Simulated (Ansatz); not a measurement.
Z-matrix (Å, degrees):
```
C
C 1 1.491
H 1 1.094 2 110.9
H 1 1.090 2 111.2 3 -121.3
H 1 1.092 2 109.8 3 117.3
C 2 1.500 1 114.7 3 -63.2
C 2 1.330 1 123.8 3 120.8
N 6 1.358 2 116.3 1 152.3
O 6 1.215 2 121.3 1 -28.6
H 7 1.084 2 122.1 1 176.1
H 7 1.084 2 121.1 1 -1.4
H 8 1.005 6 117.3 2 -176.3
H 8 1.003 6 120.9 2 -16.0
```

The species carries charge 0 and has multiplicity 1.

List the r2SCAN/def2-TZVPP orbital energies in eV (Ansatz 0.2.0). (Estimate.)

Computed: Occupied: -514.74, -385.99, -275.75, -273.72, -273.25, -272.95, -27.32, -23.87, -21.14, -18.08, -16.46, -14.48, -13.61, -12.29, -11.47, -10.92, -10.42, -9.92, -9.43, -9.30, -6.89, -6.82, -6.08. Lowest empty: -1.65, 1.00, 1.09, 2.01, 2.56, 2.65, 3.17, 3.69.
